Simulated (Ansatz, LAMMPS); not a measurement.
**Ladder of methods for the equilibrium volume per atom of hcp Os**

Reference value: 13.85 Å³/atom (measured, copied from a table, unchecked, extrapolated to 0 K and zero-point effects removed; as tabulated in Lejaeghere et al. (2013), arXiv:1204.2733).

| level (code) | value (Å³/atom) | error (%) |
|---|---|---|
| Lennard-Jones uff-vdw (LAMMPS) | 19.71 | +42 |
| LDA (Ansatz) | 13.70 | -1.1 |
| PBE (Ansatz) | 14.28 | +3.1 |
| rVV10 (Ansatz) | 14.64 | +5.7 |
| r²SCAN+rVV10 (Ansatz) | 13.92 | +0.5 |

Leaving aside Lennard-Jones uff-vdw, which can be fitted to such values or carry a doubt: Nearest, and too close to rank with a margin of 1.0 % (twice that across the reference) picked here for doubts on the reference and the settings: r²SCAN+rVV10 (+0.5 %), LDA (-1.1 %). rVV10 (+5.7 %) misses by most. Within 4 %: LDA, PBE, r²SCAN+rVV10.

Density-functional levels without +SOC have no spin–orbit coupling. Lennard-Jones uff-vdw: the cell moved over 20 % in volume from its start. Lennard-Jones uff-vdw: this is a force field's van der Waals term alone, without bonds or charges. Cutoffs and k meshes differ between the levels. Ansatz's density-functional and Hartree–Fock values are scalar-relativistic unless marked +SOC, with PAW data made under PBE.

Differences are worked out from the printed values.

Ansatz is a first-principles code.
